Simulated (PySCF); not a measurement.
Below is a simulated gas-phase P 2p photoelectron spectrum of `[PH4+]`.

Every computed line was given a Gaussian of 0.6 eV full width at half maximum and an area set by the number of equivalent atoms (split 2:1 within a doublet); the highest printed point is 100. Theory: delta-SCF UKS SCAN, pcX-2 on the ionised atom, pcseg-1 elsewhere, spin-free X2C in PySCF 2.14.0.

| binding energy (eV) | intensity |
| --- | --- |
| 145.5 | 0 |
| 145.6 | 1 |
| 145.7 | 4 |
| 145.8 | 10 |
| 145.9 | 21 |
| 146.0 | 39 |
| 146.1 | 62 |
| 146.2 | 85 |
| 146.3 | 99 |
| 146.4 | 100 |
| 146.5 | 87 |
| 146.6 | 66 |
| 146.7 | 46 |
| 146.8 | 33 |
| 146.9 | 31 |
| 147.0 | 37 |
| 147.1 | 45 |
| 147.2 | 51 |
| 147.3 | 49 |
| 147.4 | 42 |
| 147.5 | 30 |
| 147.6 | 19 |
| 147.7 | 10 |
| 147.8 | 5 |
| 147.9 | 2 |
| 148.0 | 1 |
| 148.1 | 0 |

Task: How many maxima does the curve show, and how many computed lines lie under it?

Result: The curve has 2 maxima (at 146.4 and 147.2 eV). Under it lie 2 lines from 1 inequivalent phosphorus site, drawn as a 2p3/2, 2p1/2 pair.

Task: Decompose the envelope and assign each component. Numbering: `[PH4+:1]`.

Result: 
```tsv
position (eV)	relative area	line	atoms	environment
146.35	0.67	P 2p3/2	P1	phosphonium phosphorus
147.24	0.33	P 2p1/2	P1	phosphonium phosphorus
```

Task: What are the centre and the root-mean-square width of the whole band?

Result: The area-weighted mean of the lines is 146.65 eV. Their own spread about it is 0.42 eV (rms) and each Gaussian has σ = 0.6/2.355 = 0.25 eV; the variances add, which gives 0.49 eV.

The curve has no shake-up lines and no vibrational structure. For 2p shells one spin-free hole was relaxed; a mean-field spin–orbit operator and the ground-state splitting of the three 2p orbitals were then diagonalised within the shell. The shell's mean is (2 × 2p3/2 + 2p1/2)/3, and the degeneracies 2j + 1 give areas of 2:1. 2p1/2 minus 2p3/2 (ligand field included): P 0.89 eV. The species carries charge +1, so core ionisation leaves charge +2. Geometry: PBE0-D3(BJ)/def2-SVP; no solvent, vibrations or thermal averaging.
